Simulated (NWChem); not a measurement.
System: C cation, doublet

Input file for NWChem:

```
start job
memory heap 200 mb stack 900 mb global 1100 mb
charge 1
geometry units angstroms noautosym nocenter noautoz
  C      0.000000     0.000000     0.000000
end
basis spherical
  * library pcj-1
end
dft
  odft
  mult 2
  xc xcamb88 1.00 lyp 0.81 vwn_5 0.19 hfexch 1.00
  cam 0.33 cam_alpha 0.19 cam_beta 0.46
  iterations 150
end
property
  hyperfine
end
task dft property
```

Output (shortened):

```
             Northwest Computational Chemistry Package (NWChem) 7.3.0
             --------------------------------------------------------

                             Geometry "geometry" -> ""
                             -------------------------

 Output coordinates in angstroms (scale by  1.889725989 to convert to a.u.)

  No.       Tag          Charge          X              Y              Z
 ---- ---------------- ---------- -------------- -------------- --------------
    1 C                    6.0000     0.00000000     0.00000000     0.00000000

 Effective nuclear repulsion energy (a.u.)       0.0000000000

                              NWChem Property Module
                              ----------------------

  itol2e modified to match energy
  convergence criterion.

                                 NWChem DFT Module
                                 -----------------

 Summary of "ao basis" -> "ao basis" (spherical)
 ------------------------------------------------------------------------------
       Tag                 Description            Shells   Functions and Types
 ---------------- ------------------------------  ------  ---------------------
 C                           pcj-1                  11       27   5s4p2d

  itol2e modified to match energy
  convergence criterion.

            General Information
            -------------------
          SCF calculation type: DFT
          Wavefunction type:  spin polarized.
          No. of atoms     :     1
          No. of electrons :     5
           Alpha electrons :     3
            Beta electrons :     2
          Charge           :     1
          Spin multiplicity:     2
          Use of symmetry is: off; symmetry adaption is: off
          Maximum number of iterations: 150
          AO basis - number of functions:    27
                     number of shells:    11
          Convergence on energy requested:  1.00D-07
          Convergence on density requested:  1.00D-05
          Convergence on gradient requested:  5.00D-04

              XC Information
              --------------
                     Hartree-Fock (Exact) Exchange  1.000
                   CAM-Becke88 Exchange Functional  1.000
                      VWN V Correlation Functional  0.190 local
              Lee-Yang-Parr Correlation Functional  0.810

           Range-Separation Parameters
           ---------------------------
           Alpha           :  0.19
           Beta            :  0.46
           Gamma           :  0.33
           Short-Range HF  :     F

             Grid Information
             ----------------
          Grid used for XC integration:  fine
          Radial quadrature: Mura-Knowles
          Angular quadrature: Lebedev.
          Tag              B.-S. Rad. Rad. Pts. Rad. Cut. Ang. Pts.
          ---              ---------- --------- --------- ---------
          C                   0.70       70           5.0       590
          Grid pruning is: on
          Number of quadrature shells:    70
          Spatial weights used:  Erf1

      Superposition of Atomic Density Guess
      -------------------------------------

 Sum of atomic energies:         -37.65807637

 Renormalizing density from       6.00 to      5

      Non-variational initial energy
      ------------------------------

 Total energy =     -32.903543
 1-e energy   =     -41.993745
 2-e energy   =       9.090203
 HOMO         =      -0.638314
 LUMO         =      -0.638314

   convergence    iter        energy       DeltaE   RMS-Dens  Diis-err
 ---------------- ----- ----------------- --------- --------- ---------
 d= 0,ls=0.0,diis     1    -37.3887894457 -3.74D+01  3.07D-03  1.62D-01
                                                     4.35D-03  1.50D-01
 d= 0,ls=0.0,diis     2    -37.3991036336 -1.03D-02  6.29D-04  1.49D-03
                                                     2.05D-04  1.20D-03
 d= 0,ls=0.0,diis     3    -37.3993640913 -2.60D-04  1.24D-04  1.55D-05
                                                     1.98D-04  2.28D-05
 d= 0,ls=0.0,diis     4    -37.3993772358 -1.31D-05  3.67D-05  6.82D-07
                                                     4.73D-05  6.22D-07
 d= 0,ls=0.0,diis     5    -37.3993779166 -6.81D-07  1.05D-06  8.84D-10
                                                     3.34D-06  3.15D-09
 d= 0,ls=0.0,diis     6    -37.3993779181 -1.59D-09  2.94D-07  4.60D-11
                                                     2.62D-07  2.39D-11

         Total DFT energy =      -37.399377918143
      One electron energy =      -47.560444067345
           Coulomb energy =       15.011059233607
    Exchange-Corr. energy =       -4.849993084406
 Nuclear repulsion energy =        0.000000000000

 Numeric. integr. density =        4.999999982771

                    DFT Final Alpha Molecular Orbital Analysis
                    ------------------------------------------

 Vector    1  Occ=1.000000D+00  E=-1.095204D+01
              MO Center=  6.1D-18, -1.1D-17,  3.8D-18, r^2= 2.8D-02
   Bfn.  Coefficient  Atom+Function         Bfn.  Coefficient  Atom+Function
  ----- ------------  ---------------      ----- ------------  ---------------
     2      0.608737  1 C  s                  3      0.442776  1 C  s
     1      0.044840  1 C  s                  4      0.033941  1 C  s

 Vector    2  Occ=1.000000D+00  E=-1.091510D+00
              MO Center=  3.0D-14,  2.4D-14, -4.2D-15, r^2= 7.3D-01
   Bfn.  Coefficient  Atom+Function         Bfn.  Coefficient  Atom+Function
  ----- ------------  ---------------      ----- ------------  ---------------
     4      0.672169  1 C  s                  5      0.467062  1 C  s
     3     -0.221004  1 C  s                  2     -0.176720  1 C  s

 Vector    3  Occ=1.000000D+00  E=-7.872073D-01
              MO Center= -2.7D-14, -3.1D-14, -3.1D-15, r^2= 7.8D-01
   Bfn.  Coefficient  Atom+Function         Bfn.  Coefficient  Atom+Function
  ----- ------------  ---------------      ----- ------------  ---------------
    13      0.438404  1 C  py                12      0.418939  1 C  px
    16      0.212891  1 C  py                15      0.203438  1 C  px
    10      0.197239  1 C  py                 9      0.188480  1 C  px
    14      0.048681  1 C  pz                 7      0.036721  1 C  py
     6      0.035091  1 C  px

 Vector    4  Occ=0.000000D+00  E=-5.190211D-01
              MO Center= -1.8D-15,  1.8D-15, -2.2D-15, r^2= 9.2D-01
   Bfn.  Coefficient  Atom+Function         Bfn.  Coefficient  Atom+Function
  ----- ------------  ---------------      ----- ------------  ---------------
    12      0.392204  1 C  px                13     -0.388812  1 C  py
    15      0.261232  1 C  px                16     -0.258973  1 C  py
     9      0.170686  1 C  px                10     -0.169211  1 C  py
    14      0.126287  1 C  pz                17      0.084115  1 C  pz
    11      0.054960  1 C  pz                 6      0.032937  1 C  px

 Vector    5  Occ=0.000000D+00  E=-5.190203D-01
              MO Center= -3.1D-16, -5.8D-16,  9.2D-15, r^2= 9.2D-01
   Bfn.  Coefficient  Atom+Function         Bfn.  Coefficient  Atom+Function
  ----- ------------  ---------------      ----- ------------  ---------------
    14      0.550403  1 C  pz                17      0.366604  1 C  pz
    11      0.239533  1 C  pz                12     -0.122124  1 C  px
    15     -0.081342  1 C  px                13      0.055584  1 C  py
     9     -0.053147  1 C  px                 8      0.046223  1 C  pz
    16      0.037022  1 C  py

 Vector    6  Occ=0.000000D+00  E= 8.744776D-02
              MO Center=  3.0D-15,  3.1D-15,  3.5D-16, r^2= 2.8D+00
   Bfn.  Coefficient  Atom+Function         Bfn.  Coefficient  Atom+Function
  ----- ------------  ---------------      ----- ------------  ---------------
    16      0.830261  1 C  py                15      0.793380  1 C  px
    13     -0.500824  1 C  py                12     -0.478576  1 C  px
    10     -0.133256  1 C  py                 9     -0.127336  1 C  px
    17      0.092213  1 C  pz                14     -0.055625  1 C  pz
     7     -0.029347  1 C  py                 6     -0.028044  1 C  px

[...]

          ----------------------
          Hyperfine Interactions
          ----------------------

 Total Spin Density (Fermi Contact Term)
 ------------------ --------------------
     Atom            x         y         z       Density (a.u.)      Aiso(MHz)     Aiso(Gauss)
     1  13-C      0.00000   0.00000   0.00000       0.022968         25.820175       9.213265

           -------------------------------------------
           Anisotropic Interaction (Spin-Dipolar Term)
           -------------------------------------------

 ------------------------------------------------------------
     Atom            x         y         z
 ------------------------------------------------------------
     1  13-C      0.00000   0.00000   0.00000

   Spin-Dipolar term (a.u.)
        xx             yy             zz             xy             xz             yz
 ------------------------------------------------------------------------------------------
       0.416819       0.550211      -0.967030       1.467970       0.163007       0.170581

   Principal Comp. of -hf- tensor (au)            Anisotropic -hfcc- (MHz)               Anisotropic -hfcc- (Gauss)
 --------------------------------------------------------------------------------------------------------------------------
     -0.985969     1.971941    -0.985972    -132.307615   264.615662  -132.308046     -47.210568    94.421289   -47.210721

   Orientation of the principal axis of Hyperfine Tensor w.r.t absolute (molecular) frame
 --------------------------------------------------------------------------------------------------------------------------
      0.709601     0.688658    -0.149055
     -0.692520     0.720657     0.032695
      0.129933     0.080023     0.988288
```

Level: CAM-B3LYP/pcJ-1, spin-unrestricted, contact and dipolar terms. The open p shell is one determinant without spherical averaging. No stability test was run on the SCF state.
